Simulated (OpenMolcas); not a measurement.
**P4 (SMILES P12P3P1P23) at 6 levels**

Wanted: a comparison of 6 runs (HF/3-21G, B2PLYP/def2-SVPD, B3LYP/def2-SVPD, BHLYP/def2-SVPD, PBE/def2-SVPD, MP2/def2-SVPD) of P4. 

The results are computed with OpenMolcas 26.06.

1 further run of the same task is left out (set aside as unsound or not needed).

## Step 1: The system as given

The species is P4 (4 atoms), meant as a singlet with charge 0. As SMILES, `P12P3P1P23`. The coordinates come from a PBE0-D4/def2-TZVP relaxation.

Bond lengths: P1–P2 2.184 Å, P1–P3 2.184 Å, P2–P3 2.184 Å, P1–P4 2.184 Å, P2–P4 2.184 Å, P3–P4 2.184 Å. Some angles: P1–P2–P3 60.0°, P1–P2–P4 60.0°, P3–P2–P4 60.0°, P2–P1–P3 60.0°, P2–P1–P4 60.0°, P3–P1–P4 60.0°, P1–P3–P2 60.0°, P1–P3–P4 60.0°, P2–P3–P4 60.0°, P1–P4–P2 60.0°.

## Step 2: Energy and forces at HF/3-21G (run 1)

The input, mol.inp:

```
>>> EXPORT MOLCAS_PRINT=2

&GATEWAY
 BASLIB=$CurrDir
 COORD
 4
 angstrom
 P       -0.724800      -0.100000       1.119400
 P        1.294900       0.109800       0.315700
 P       -0.185000      -1.091700      -0.749800
 P       -0.385100       1.081900      -0.685200
 BASIS=3-21G
 GROUP=NoSym

&SEWARD

&SCF
 THRESHOLDS=1e-10 1e-07 1e-07 1e-05
 PRORBITALS=1

&ALASKA
```

The basis set 3-21G is read from a file made from the Basis Set Exchange's data (not shown).

Launch:

```bash
$ export MOLCAS_MEM=1860
$ pymolcas mol.inp > mol.log
```

Standard output:

```text
--- Start Module: gateway ---
[...]
--- Stop Module: gateway /rc=_RC_ALL_IS_WELL_ ---
[...]
      Basis functions           52
[...]
--- Start Module: scf ---
[...]
       Convergence after  10 Iterations
[...]
::    Total SCF energy                              -1355.8967805757
[...]
      Total spin, S                                     0.0000000000
[...]
      Total electronic charge=   60.000000
      Total            charge=   -0.000000
[...]
      Dipole Moment (debye):
      Origin of the operator (angstrom)=   -0.0000    0.0000    0.0000
                   X= -2.0760E-05               Y= -1.0348E-05               Z= -9.5843E-06           Total=  2.5098E-05
      Quadrupole Moment (debye*angstrom):
[...]
--- Stop Module: scf /rc=_RC_ALL_IS_WELL_ ---
--- Start Module: alaska ---
[...]
 *              Molecular gradients               *
 **************************************************
  Irreducible representation: a
 ------------------------------------------------------------------------------------------
                              X                       Y                       Z
 ------------------------------------------------------------------------------------------
  P1                6.53674753121116E-02    9.01550739229373E-03   -1.00981085435002E-01
  P2               -1.16768123649390E-01   -9.90912410539702E-03   -2.84689268443037E-02
  P3                1.66792112140790E-02    9.84929343791237E-02    6.76460663973764E-02
  P4                3.47214371231797E-02   -9.75993176660417E-02    6.18039458819357E-02
 ------------------------------------------------------------------------------------------
--- Stop Module: alaska /rc=_RC_ALL_IS_WELL_ ---
[...]
```

It took 2.4 s on 1 thread of Arm Neoverse V2, shared host; peak memory 0.38 GiB.

## Step 3: The energy at B2PLYP/def2-SVPD (run 2)

The input, coord.xyz:

```xyz
4

P     -0.724800    -0.100000     1.119400
P      1.294900     0.109800     0.315700
P     -0.185000    -1.091700    -0.749800
P     -0.385100     1.081900    -0.685200
```

The input, calc.input:

```
&GATEWAY
  BASLIB = $CurrDir
  COORD = coord.xyz
  BASIS = def2-SVPD
  GROUP = NoSym

&SEWARD
  GRIDINPUT
  Grid=UltraFine
  End of Grid

&SCF
  KSDFT = B2PLYP_SCF
  THRESHOLDS = 1e-10 1e-07 1e-07 1e-05
  PRORBITALS = 1

&MBPT2
  FROZEN = 20
```

The basis set def2-SVPD is read from a file made from the Basis Set Exchange's data (not shown).

Launch:

```bash
$ export MOLCAS_MEM=1860
$ pymolcas calc.input > calc.log
```

Standard output:

```text
--- Start Module: gateway ---
[...]
--- Stop Module: gateway /rc=_RC_ALL_IS_WELL_ ---
[...]
      Basis functions           96
[...]
--- Start Module: scf ---
[...]
       Convergence after  12 Iterations
[...]
::    Total KS-DFT energy                           -1364.3526532284
[...]
      Total spin, S                                     0.0000000000
[...]
      Total electronic charge=   60.000000
      Total            charge=   -0.000000
[...]
      Dipole Moment (debye):
      Origin of the operator (angstrom)=   -0.0000    0.0000    0.0000
                   X= -2.4585E-05               Y= -1.2083E-05               Z= -1.1431E-05           Total=  2.9683E-05
      Quadrupole Moment (debye*angstrom):
[...]
--- Stop Module: scf /rc=_RC_ALL_IS_WELL_ ---
[...]
--- Start Module: mbpt2 ---
[...]
 ###    WARNING: MP2 implementation intended for RHF references only         ###
 ###############################################################################
MBPT2 WARNING: Reference function according to RunFile:KS-DFT
I'll assume you know what you're doing and continue
WARNING!
Default frozen orbitals as non valence orbitals is overwritten by user input.
Default values:  20
[...]
       Reference weight ( Cref**2 )         =        0.67017
::    Total MBPT2 energy                            -1364.9741215544
[...]
      Total MBPT2 calculations                           0.30      0.34
--- Stop Module: mbpt2 /rc=_RC_ALL_IS_WELL_ ---
[...]
```

Run time: 18 s. Hardware: 1 thread of Arm Neoverse V2, shared host; peak memory 0.53 GiB.

Runs 3 to 4 aren't shown in full; the table further down has their settings and results.

## Step 4: Energy and forces at PBE/def2-SVPD (run 5)

The input, run.input:

```
* P4 Kohn-Sham DFT

&GATEWAY
 BasLib
 $CurrDir
 Coord
 4
 angstrom
 P       -0.724800      -0.100000       1.119400
 P        1.294900       0.109800       0.315700
 P       -0.185000      -1.091700      -0.749800
 P       -0.385100       1.081900      -0.685200
 Basis
 def2-SVPD
 Group
 NoSym

&SEWARD
 GridInput
 Grid=UltraFine
 End of Grid

&SCF
 KSDFT
 PBE
 Thresholds
 1e-10 1e-07 1e-07 1e-05
 PrOrbitals
 1

&ALASKA
```

The basis set def2-SVPD is read from a file made from the Basis Set Exchange's data (not shown).

Launch:

```bash
$ export MOLCAS_MEM=1860
$ pymolcas run.input > run.log
```

Standard output:

```text
--- Start Module: gateway ---
[...]
--- Stop Module: gateway /rc=_RC_ALL_IS_WELL_ ---
[...]
      Basis functions           96
[...]
--- Start Module: scf ---
[...]
       Convergence after  11 Iterations
[...]
::    Total KS-DFT energy                           -1364.4333788127
[...]
      Total spin, S                                     0.0000000000
[...]
      Total electronic charge=   60.000000
      Total            charge=   -0.000000
[...]
      Dipole Moment (debye):
      Origin of the operator (angstrom)=   -0.0000    0.0000    0.0000
                   X= -8.3890E-06               Y= -3.9978E-06               Z= -4.5065E-06           Total=  1.0328E-05
      Quadrupole Moment (debye*angstrom):
[...]
--- Stop Module: scf /rc=_RC_ALL_IS_WELL_ ---
[...]
--- Start Module: alaska ---
[...]
 *              Molecular gradients               *
 **************************************************
  Irreducible representation: a
 ------------------------------------------------------------------------------------------
                              X                       Y                       Z
 ------------------------------------------------------------------------------------------
  P1                1.35923651127321E-02    1.87965992797334E-03   -2.10188617564135E-02
  P2               -2.42705165863839E-02   -2.06661994917834E-03   -5.92076032722044E-03
  P3                3.46642592429891E-03    2.05006106582495E-02    1.40769760461303E-02
  P4                7.21172554935556E-03   -2.03136506371493E-02    1.28626460374477E-02
 ------------------------------------------------------------------------------------------
--- Stop Module: alaska /rc=_RC_ALL_IS_WELL_ ---
[...]
```

Run time: 21 s. Hardware: 1 thread of Arm Neoverse V2, shared host; peak memory 0.53 GiB.

## Step 5: The energy at MP2/def2-SVPD (run 6)

The input, mol.xyz:

```xyz
4

P     -0.724800    -0.100000     1.119400
P      1.294900     0.109800     0.315700
P     -0.185000    -1.091700    -0.749800
P     -0.385100     1.081900    -0.685200
```

The input, calc.inp:

```
* P4 MP2
&gateway
baslib=$CurrDir
coord=mol.xyz
basis=def2-SVPD
group=NoSym
&seward
&scf
thresholds=1e-10 1e-07 1e-07 1e-05
prorbitals=1
&mbpt2
frozen=20
```

The basis set def2-SVPD is read from a file made from the Basis Set Exchange's data (not shown).

Launch:

```bash
$ export MOLCAS_MEM=1860
$ pymolcas calc.inp > calc.log
```

Standard output:

```text
--- Start Module: gateway ---
[...]
--- Stop Module: gateway /rc=_RC_ALL_IS_WELL_ ---
[...]
      Basis functions           96
[...]
--- Start Module: scf ---
[...]
       Convergence after  13 Iterations
[...]
::    Total SCF energy                              -1362.5584756457
[...]
      Total spin, S                                     0.0000000000
[...]
      Total electronic charge=   60.000000
      Total            charge=   -0.000000
[...]
      Dipole Moment (debye):
      Origin of the operator (angstrom)=   -0.0000    0.0000    0.0000
                   X= -3.5756E-05               Y= -1.7817E-05               Z= -1.6505E-05           Total=  4.3224E-05
      Quadrupole Moment (debye*angstrom):
[...]
--- Stop Module: scf /rc=_RC_ALL_IS_WELL_ ---
[...]
--- Start Module: mbpt2 ---
[...]
WARNING!
Default frozen orbitals as non valence orbitals is overwritten by user input.
Default values:  20
[...]
       Reference weight ( Cref**2 )         =        0.77701
::    Total MBPT2 energy                            -1363.0374683738
[...]
      Total MBPT2 calculations                           0.30      0.34
--- Stop Module: mbpt2 /rc=_RC_ALL_IS_WELL_ ---
[...]
```

Wall time 7.8 s (1 thread of Arm Neoverse V2, shared host); peak memory 0.53 GiB.

## Step 6: All runs side by side

| run | level | task | frozen core orbitals | energy (Eh) | dipole moment (D) of the reference | HOMO energy (eV) | LUMO energy (eV) | wall time |
| --- | --- | --- | --- | --- | --- | --- | --- | --- |
| 1 | HF/3-21G | gradient | – | -1355.896781 | 0.00 | -10.60 | 1.93 | 2.4 s |
| 2 | B2PLYP/def2-SVPD | energy | 20 | -1364.520450 | 0.00 | -8.37 | 0.62 | 18 s |
| 3 | B3LYP/def2-SVPD | gradient | – | -1365.097564 | 0.00 | -7.40 | -0.82 | 20 s |
| 4 | BHLYP/def2-SVPD | gradient | – | -1365.018080 | 0.00 | -8.45 | 0.32 | 22 s |
| 5 | PBE/def2-SVPD | gradient | – | -1364.433379 | 0.00 | -6.68 | -1.51 | 21 s |
| 6 | MP2/def2-SVPD | energy | 20 | -1363.037468 | 0.00 | -9.76 | 2.41 | 7.8 s |

## Step 7: What came out

```
                                           quantity           value
                                run 6: total energy  -1363.03747 Eh
          run 6: dipole moment (mean-field density)          0.00 D
         run 6: HOMO energy (Hartree–Fock orbitals)        -9.76 eV
         run 6: LUMO energy (Hartree–Fock orbitals)         2.41 eV
       run 6: HOMO–LUMO gap (Hartree–Fock orbitals)        12.17 eV
run 6: correlation energy (20 core orbitals frozen)      -479.0 mEh
```

**Reading.** Over runs 1, 2, 3, 4, 5 the HOMO–LUMO gap runs from 5.17 eV (PBE/def2-SVPD) to 12.52 eV (HF/3-21G). The two ends differ in method and basis. For B2PLYP the log adds the whole second-order term; the table takes 0.27 of it, as the functional is defined. Totals of different functionals can't be ranked against each other. All runs together took 92 s, the longest 22 s.
